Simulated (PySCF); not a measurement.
# Potential energy of LiN⁺ along the bond

Set-up: Li STO-3G, N STO-3G; no relativity (PySCF 2.14). Energies in eV from Li⁺ + N in their ground configurations at the same level. State: ⁴Σ⁻ (quartet), unpaired electrons σ ↑, π ↑↑.

All columns are PBE. A positive dipole points towards N; it is taken about the centre of mass and depends on that origin.

```csv
R (Å),E (eV),μ (D),Mulliken charge on Li (basis-dependent),HOMO (eV),LUMO (eV),Mayer bond order,⟨S²⟩
1.788,-0.852,-4.36,0.77,-14.53,-10.31,0.43,3.75
1.871,-0.960,-4.61,0.78,-14.23,-10.13,0.42,3.75
1.954,-1.019,-4.86,0.78,-13.93,-9.95,0.42,3.75
2.017,-1.040,-5.05,0.78,-13.72,-9.81,0.41,3.75
2.079,-1.047,-5.25,0.78,-13.50,-9.67,0.40,3.75
2.141,-1.043,-5.45,0.79,-13.30,-9.52,0.39,3.75
2.224,-1.023,-5.71,0.79,-13.03,-9.33,0.38,3.75
2.329,-0.983,-6.05,0.80,-12.71,-9.08,0.36,3.75
2.453,-0.920,-6.46,0.81,-12.34,-8.79,0.34,3.75
2.619,-0.822,-7.02,0.83,-11.87,-8.41,0.31,3.75
```

A fit through these points gives, at Re = 2.082 Å, μ = -5.26 D and dμ/dR = -3.15 D/Å; the reduced mass is 4.674 u.

**Question.** How strong is the fundamental in the double-harmonic approximation, I = 42.26·(dμ/dR)²/μred km/mol?

**Answer.** I = 42.26·(-3.15)²/4.674 = 89.7 km/mol at PBE.

For an ion De counts to the pair picked by the measured ionisation energies or electron affinities, which need not be the lowest pair at this level. STO-3G is very small, so such numbers show the basis as much as the molecule. The state is the lowest determinant that a PBE0 search found; another state may lie lower at other levels.
